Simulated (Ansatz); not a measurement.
Geometry optimisation, RKS LDA/6-31G* in Ansatz 0.2.0.

input.yaml

```yaml
crystal:
  periodic: [false, false, false]
  atoms:
    - { symbol: B, position_ang: [0.0, 0.0, 0.0] }
    - { symbol: C, position_ang: [0.0, 0.0, 1.6] }
    - { symbol: H, position_ang: [-0.9996, -0.3092, 1.9705] }
    - { symbol: H, position_ang: [0.7676, -0.7111, 1.9705] }
    - { symbol: H, position_ang: [0.232, 1.0203, 1.9705] }
    - { symbol: H, position_ang: [1.0305, 0.0, -0.595] }
    - { symbol: H, position_ang: [-1.0305, 0.0, -0.595] }
basis:
  gaussian: { orbitals: "6-31G*" }
hamiltonian:
  xc: lda
relax:
  f_tol: 0.02
  max_steps: 40
```

Run as:

```bash
$ ansatz run input.yaml --threads 1 --pin off --max-ram 2048MiB --backend cpu --events-out ev --progress --plain --runs-dir out
```

Problem. Where does it end, and by what steps?

Solution. The forces met the threshold. The force dipped under the threshold on the way, but the program's further checks kept it going. After 9 steps the energy has fallen by 0.090 eV; H7 moved furthest, 0.19 Å.

```
step  energy less start (eV)  largest force component (eV/Å)  accepted
   0                  0.0000                           1.656       yes
   1                 -0.0663                           0.758       yes
   2                 -0.0832                           0.230       yes
   3                 -0.0831                           0.279        no
   4                 -0.0862                           0.032       yes
   5                 -0.0894                           0.021       yes
   6                 -0.0840                           0.255        no
   7                 -0.0902                           0.017       yes
   8                 -0.0903                           0.030       yes
   9                 -0.0904                           0.004       yes
```

```xyz
7
Properties=species:S:1:pos:R:3
B 0.000 -0.020 0.029
C -0.013 -0.081 1.567
H -0.970 -0.376 2.032
H 0.832 -0.615 2.037
H 0.129 0.995 1.839
H 1.040 -0.091 -0.589
H -1.019 0.188 -0.594
```

Whether the end is a true minimum wasn't checked by a vibrational analysis.

The run took 5.8 s on 1 thread of Arm Neoverse V1 (shared host), peak memory 0.097 GiB.
